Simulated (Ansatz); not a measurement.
Geometry optimisation, Ansatz, RKS PBE-D4/cc-pVDZ.

input.yaml

```yaml
crystal:
  periodic: [false, false, false]
  atoms:
    - { symbol: C, position_ang: [0.7491, -0.645, 1.3592] }
    - { symbol: "N", position_ang: [0.8118, 0.2978, 0.212] }
    - { symbol: C, position_ang: [-0.4401, 0.4883, -0.4924] }
    - { symbol: "N", position_ang: [-0.535, -0.5874, -1.3643] }
    - { symbol: O, position_ang: [-0.3456, 1.6578, -1.2185] }
    - { symbol: F, position_ang: [-1.4535, 0.5979, 0.358] }
    - { symbol: H, position_ang: [1.7121, -0.7217, 1.8133] }
    - { symbol: H, position_ang: [0.3846, -1.5777, 1.0515] }
    - { symbol: H, position_ang: [0.0382, -0.1753, 2.1567] }
    - { symbol: H, position_ang: [1.4322, -0.111, -0.461] }
    - { symbol: H, position_ang: [-1.2922, -0.2415, -2.0131] }
    - { symbol: H, position_ang: [-1.0982, -1.2834, -0.8055] }
    - { symbol: H, position_ang: [0.0569, 2.2665, -0.581] }
basis:
  gaussian: { orbitals: cc-pVDZ }
hamiltonian:
  xc: pbe
  dispersion: d4
relax:
  f_tol: 0.02
  max_steps: 50
```

Launched with:

```bash
$ ansatz run input.yaml --threads 2 --pin off --max-ram 3072MiB --backend cpu --events-out ev --progress --plain --runs-dir out
```

Task: Where does it end, and by what steps?

Result: It converged. After 11 steps the energy has fallen by 0.726 eV; H9 moved furthest, 0.30 Å.

| step | energy less start (eV) | largest force component (eV/Å) | accepted |
| --- | --- | --- | --- |
| 0 | 0.0000 | 3.520 | yes |
| 1 | -0.5883 | 1.599 | yes |
| 2 | -0.6996 | 0.502 | yes |
| 3 | -0.6882 | 0.467 | no |
| 4 | -0.7175 | 0.103 | yes |
| 5 | -0.7204 | 0.054 | yes |
| 6 | -0.7235 | 0.097 | yes |
| 7 | -0.7250 | 0.083 | yes |
| 8 | -0.6517 | 0.988 | no |
| 9 | -0.7251 | 0.043 | yes |
| 10 | -0.7257 | 0.023 | yes |
| 11 | -0.7258 | 0.010 | yes |

```xyz
13
Properties=species:S:1:pos:R:3
C 0.721 -0.673 1.344
N 0.803 0.351 0.302
C -0.385 0.521 -0.508
N -0.712 -0.585 -1.355
O -0.242 1.630 -1.321
F -1.440 0.771 0.436
H 1.668 -0.678 1.920
H 0.549 -1.713 0.967
H -0.102 -0.414 2.035
H 1.560 0.121 -0.356
H -1.505 -0.313 -1.953
H -1.048 -1.358 -0.766
H 0.153 2.306 -0.730
```

Run time: 23 s on 2 threads of Intel(R) Xeon(R) Platinum 8488C (Sapphire Rapids), with other jobs on the host, peak memory 0.19 GiB.
